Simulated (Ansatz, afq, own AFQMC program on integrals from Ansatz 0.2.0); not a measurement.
# Where AFQMC and coupled cluster stand for BH4, doublet

| atom | x (Å) | y (Å) | z (Å) |
| --- | --- | --- | --- |
| B | 0.0000 | 0.0000 | 0.0000 |
| H | 0.7141 | 1.3991 | 1.3959 |
| H | -0.7307 | -1.3908 | 1.3956 |
| H | -0.7109 | 1.3925 | -1.4042 |
| H | 0.7275 | -1.4008 | -1.3874 |

Basis 6-31G. Noble-gas cores (and the filled d shells of Ga–Kr and In–Xe) are frozen. AFQMC by an in-house program on the Cholesky factors that Ansatz 0.2.0 writes for its CCSD(T) run. The CISD trial takes its coefficients from CCSD amplitudes. Released means that phaseless walkers are propagated on without the constraint, phases kept. Uncertainties: one standard error, sampling alone.

Determinant: UHF, the one that the program's search chose, which needn't be the lowest solution. The geometry is a point of a scan.

Full CI on the same integrals is exact in this basis and with this determinant's frozen core.

Cautions: the search met a lower determinant of the same kind, perhaps of another symmetry (641 meV lower); strong correlation (T1 0.167, weight of the determinant 0.48, largest double 0.21); (T) is large, 7 % of the CCSD correlation; unrestricted determinant spin contaminated (⟨S²⟩ 2.20 against 0.75); CCSD(T) is in doubt: in a space of 7 electrons in 8 natural orbitals full CI lies 140 meV below it; the released energies are still falling, so no released level is given (meV from the phaseless value at times in 1/Eh: -21 ± 8 at 0.24, -30 ± 9 at 0.51, -69 ± 10 at 0.99, -82 ± 8 at 1.62, -118 ± 7 at 2.40).

```
T1 diagnostic                               : 0.1674
weight of the determinant in the CISD state : 0.477
⟨S²⟩ of the determinant                     : 2.204
size of the correlated space                : 7 electrons in 16 orbitals
```

```
  level  correlation energy (eV)
    MP2                  -0.8900
   CCSD                  -3.2848
CCSD(T)                  -3.4988
```

Task: Estimate where phaseless AFQMC with the Hartree–Fock trial lies against CCSD(T) on the same integrals.

Result: 6.04 ± 0.40 kcal/mol above CCSD(T).

Reference: full CI, correlation energy -3.665 eV. The cautions show a poor starting determinant, so the rows tell how each method copes with it here, and full CI is the sure value.

```
        level  E − E(reference) (kcal/mol)  share of correlation (%)
      CCSD(T)                         3.84                     95.46
        CCSDT                         0.85                     98.99
     CCSDT(Q)                         0.06                     99.93
       CCSDTQ                         0.11                     99.87
  ph-AFQMC/HF                  9.89 ± 0.40                     88.30
ph-AFQMC/CISD                  4.89 ± 0.18                     94.22
```

CCSDT and higher add their correlation energy to the determinant of the CCSD(T) run, since their own runs factorise the integrals more tightly (a shift of under 2 meV). A walk keeps the symmetry of its determinant, which the program's search chose and which needn't be the lowest solution, so a lower state of the same spin and another symmetry isn't excluded.
